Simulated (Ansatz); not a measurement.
Ansatz (a program for electronic structure) input:

Ansatz 0.2 input:
```yaml
crystal:
  periodic: [false, false, false]
  atoms:
    - {symbol: S, position_ang: [-0.00000000, -0.00000000, -1.55168481]}
    - {symbol: C, position_ang: [0.00000000, 0.00000000, 0.00000000]}
    - {symbol: S, position_ang: [0.00000000, 0.00000000, 1.55168481]}
basis:
  gaussian:
    orbitals: def2-TZVP
hamiltonian:
  xc: b3lyp
  dispersion: d3bj
total_charge: 1
magnetization: {spin_polarized: true, initial_magnetization: 1}
phonons: {temperatures: {t_min: 298.15, t_max: 298.15, t_step: 100}}
```

Which total energy does the run end on?

-834.20230 Eh (B3LYP-D3(BJ)/def2-TZVP). The basis has 105 functions.
